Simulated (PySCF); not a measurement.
Two species compared at the same levels of theory.

First species: cyclopentanol, C5H10O.
InChI=1S/C5H10O/c6-5-3-1-2-4-5/h5-6H,1-4H2

Second species: C₄H₅OP.
Atom-mapped SMILES: `[PH2:1][c:2]1[cH:3][cH:4][o:5][cH:6]1` (hydrogens: H7, H8 on P1; H9 on C3; H10 on C4; H11 on C6)

Levels: wB97X-D/def2-SVPD for HOMO energy, LUMO energy, HOMO–LUMO gap and static isotropic polarisability; TDDFT wB97X-D/def2-SVPD for lowest singlet excitation; TDA wB97X-D/def2-SVPD for lowest triplet excitation (Tamm–Dancoff). Geometries: GFN2-xTB. Each structure is a single optimised conformer of the isolated species, non-relativistic unless stated. Electronic properties by PySCF.

Dipoles, sizes and rotational constants follow the conformer. The torsions of the flexible species, by atom-mapped SMILES:
- `[PH2:1][c:2]1[cH:3][cH:4][o:5][cH:6]1`: H–P1–C2–C3 71°, H–P1–C2–C3 164°

The conformers of `OC1CCCC1` aren't listed.

Q: Which has the higher S1 energy?

A: The first: 7.20 eV against 6.03 eV, a difference of 1.17 eV.

Q: Which has the higher HOMO–LUMO gap?

A: The first: 11.91 eV against 10.15 eV, a difference of 1.76 eV.

Q: Which has the higher static isotropic polarisability?

A: The second: 71.9 au against 61.7 au, a difference of 10.2 au.

Q: Which of the two has the higher T1 energy, and by how much?

A: The first: 6.98 eV against 4.08 eV, a difference of 2.90 eV.

Q: Which of the two has the higher HOMO energy, and by how much?

A: The second: -8.39 eV against -9.64 eV, a difference of 1.25 eV.

Q: Which of the two has the higher LUMO energy, and by how much?

A: The first: 2.27 eV against 1.76 eV, a difference of 0.51 eV.

On the first: S1 lies 4.71 eV below the HOMO–LUMO gap; its leading configuration is HOMO→LUMO, weight 0.76. The principal polarisabilities are 56.6, 62.6 and 65.9 au; their mean is the isotropic value.

On the second: The vertical singlet–triplet gap S1 − T1 is 1.95 eV (TDDFT singlet less Tamm–Dancoff triplet; S1: HOMO→LUMO, weight 0.93; T1: HOMO→LUMO, weight 0.79). S1 lies 4.12 eV below the HOMO–LUMO gap; its leading configuration is HOMO→LUMO, weight 0.93.
